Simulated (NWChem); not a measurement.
# UPBE0/def2-SVPD run of SiNH4O (SMILES N[SiH]O)

Aim: the vertical ionisation energy of SiNH4O at UPBE0/def2-SVPD, from 2 runs. 

The results are computed with NWChem 7.3.0.

## Step 1: The structure to begin with

The species is SiNH4O (7 atoms), meant as a doublet with charge 0. As SMILES, `N[SiH]O`. Geometry: relaxed at PBE0-D4/def2-TZVP. This is one conformer, not always the lowest.

Bond lengths: N1–Si2 1.723 Å, Si2–O3 1.649 Å, N1–H4 1.008 Å, N1–H5 1.009 Å, Si2–H6 1.500 Å, O3–H7 0.961 Å. Angles: N1–Si2–O3 109.4°, N1–Si2–H6 104.3°, O3–Si2–H6 112.7°, Si2–N1–H4 120.5°, Si2–N1–H5 118.7°, Si2–O3–H7 115.8°, H4–N1–H5 110.8°.

## Step 2: A single-point energy at UPBE0/def2-SVPD

Input file h4nosi.nw:

```
start h4nosi
title "H4NOSi PBE0"
memory 2200 mb
geometry noautosym nocenter noautoz
  N     -0.694900     0.548300    -0.575200
  Si     0.293100     0.159000     0.781300
  O      1.622900    -0.672400     0.270300
  H     -0.355900     1.168100    -1.294800
  H     -1.685800     0.673200    -0.432900
  H     -0.599100    -0.661900     1.664700
  H      1.480900    -1.282400    -0.459000
end
basis spherical bse
  * library def2-SVPD
end
dft
  xc pbe0
  mult 2
  grid fine
  convergence energy 1e-08
  maxiter 100
  mulliken
  noprint "final vectors analysis"
end
task dft energy
```

Launch:

```sh
$ nwchem h4nosi.nw > h4nosi.out
```

The program printed (excerpt; [...] marks lines left out):

```text
[...]
          Wavefunction type:  spin polarized.
          No. of atoms     :     7
          No. of electrons :    33
[...]
          Charge           :     0
          Spin multiplicity:     2
[...]
          AO basis - number of functions:    99
[...]
              XC Information
              --------------
                         PBE0 Method XC Functional
                     Hartree-Fock (Exact) Exchange  0.250
          PerdewBurkeErnzerhof Exchange Functional  0.750
            Perdew 1991 LDA Correlation Functional  1.000 local
           PerdewBurkeErnz. Correlation Functional  1.000 non-local
[...]
 d= 0,ls=0.0,diis     1   -421.3760863343 -5.32D+02  8.85D-03  1.54D-01     2.7
[...]
 d= 0,ls=0.0,diis    11   -421.4471485322 -4.69D-09  1.96D-07  9.72D-11    27.0
[...]
         Total DFT energy =     -421.447148532243
      One electron energy =     -802.033767603966
           Coulomb energy =      307.218516805899
    Exchange-Corr. energy =      -37.665574569974
 Nuclear repulsion energy =      111.033676835799
[...]
      Total Density - Mulliken Population Analysis
     ---------------------------------------------
    Atom       Charge   Shell Charges
 -----------   ------   -------------------------------------------------------
    1 N    7     7.16   1.99  0.99  0.38  0.02  2.46  1.33  0.01 -0.02
    2 Si  14    13.41   2.00  1.98  1.05 -0.01  0.09  5.92  1.18  0.76  0.34  0.10
    3 O    8     8.63   1.99  1.08  0.64  0.12  2.88  1.74  0.16  0.01  0.00
    4 H    1     0.98   0.74  0.16  0.05  0.04
    5 H    1     1.00   0.74  0.18  0.05  0.04
    6 H    1     1.01   0.73  0.25  0.01  0.02
    7 H    1     0.81   0.70  0.02  0.07  0.02
[...]
      <S2> =      0.7520 (Exact =     0.7500)
[...]
```

It took 28 s on 1 thread of Intel Xeon Platinum 8488C (Sapphire Rapids), shared host; peak memory 0.11 GiB.

## Step 3: The singlet cation, same level

Input file mymol.nw:

```
start mymol
title "H4NOSi PBE0"
memory stack 880 mb heap 220 mb global 1100 mb
charge 1

geometry noautosym nocenter noautoz
  N    -0.694900    0.548300   -0.575200
  Si    0.293100    0.159000    0.781300
  O     1.622900   -0.672400    0.270300
  H    -0.355900    1.168100   -1.294800
  H    -1.685800    0.673200   -0.432900
  H    -0.599100   -0.661900    1.664700
  H     1.480900   -1.282400   -0.459000
end

basis spherical bse
  N library def2-SVPD
  Si library def2-SVPD
  O library def2-SVPD
  H library def2-SVPD
end

dft
  xc pbe0
  mult 1
  grid fine
  convergence energy 1e-08
  iterations 100
  mulliken
  print low
end

task dft energy
```

Launch:

```sh
$ nwchem mymol.nw > mymol.out
```

The program printed (excerpt; [...] marks lines left out):

```text
[...]
 d= 0,ls=0.0,diis     1   -420.9402998761 -5.32D+02  2.69D-02  2.24D+00     2.0
[...]
 d= 0,ls=0.0,diis    11   -421.1590641061 -2.30D-09  7.93D-07  7.56D-09    19.2
         Total DFT energy =     -421.159064106129
      One electron energy =     -793.481455958115
           Coulomb energy =      298.626316293262
    Exchange-Corr. energy =      -37.337601277075
 Nuclear repulsion energy =      111.033676835799
[...]
      Total Density - Mulliken Population Analysis
     ---------------------------------------------
    Atom       Charge   Shell Charges
 -----------   ------   -------------------------------------------------------
    1 N    7     7.07   1.99  1.01  0.39 -0.02  2.42  1.28  0.01 -0.01
    2 Si  14    12.91   2.00  1.98  1.11 -0.15  0.03  5.92  1.11  0.51  0.33  0.06
    3 O    8     8.58   1.99  1.08  0.64  0.14  2.88  1.71  0.13  0.01  0.01
    4 H    1     0.91   0.72  0.13  0.05  0.02
    5 H    1     0.92   0.72  0.14  0.05  0.01
    6 H    1     0.88   0.68  0.19  0.01  0.01
    7 H    1     0.74   0.66 -0.00  0.07  0.01
[...]
```

Run time: 20 s. Hardware: 1 thread of Intel Xeon Platinum 8488C (Sapphire Rapids), shared host; peak memory 0.11 GiB.

## Step 4: Results

At UPBE0/def2-SVPD:

```
                                          quantity          value
                      doublet SiNH4O: total energy  -421.44715 Eh
                     doublet SiNH4O: dipole moment         2.35 D
                              doublet SiNH4O: ⟨S²⟩          0.752
                      singlet cation: total energy  -421.15906 Eh
vertical ionisation energy (to the singlet cation)       7.839 eV
```

In words: The vertical ionisation energy comes to 7.84 eV (756 kJ/mol). Only the singlet of the ionised species was computed; a triplet could lie lower. Mulliken charges (singlet cation) run from -0.58 on O3 to +1.09 on Si2; in a basis this large or diffuse they mean little.
